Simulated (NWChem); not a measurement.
Species: CH3O, doublet; SMILES C[O]

```xyz
5

C     -0.0068    -0.5656     0.0382
O     -0.0118     0.7687    -0.1259
H      0.5796    -1.1445    -0.7272
H      0.5472    -0.7560     1.0076
H     -1.0147    -1.0360     0.2051
```
Atoms are numbered in this order, from 1.

Results from NWChem. Spin-unrestricted. The radical's symmetric form is orbitally degenerate, so geometry and low modes hang on which distorted state is reached. Structure relaxed at the PBE-D3(BJ)/def2-SVP, spin-unrestricted level. No stability test was run on the SCF state. Fermi-contact couplings, non-relativistic, static geometry.

For level BHandHLYP/pcJ-1:

* **A(iso) 13C atom 1 (MHz)**: -50.8
* **A(iso) 17O atom 2 (MHz)**: -78.2
* **A(iso) 1H atom 4 (MHz)**: 274
* **A(iso) 1H atom 5 (MHz)**: 51.0

### Question
Estimate the same quantities for level B3LYP/pcJ-1.

### Answer
A(iso) 13C atom 1 (MHz): -42.7
A(iso) 17O atom 2 (MHz): -49.7
A(iso) 1H atom 4 (MHz): 309
A(iso) 1H atom 5 (MHz): 56.6
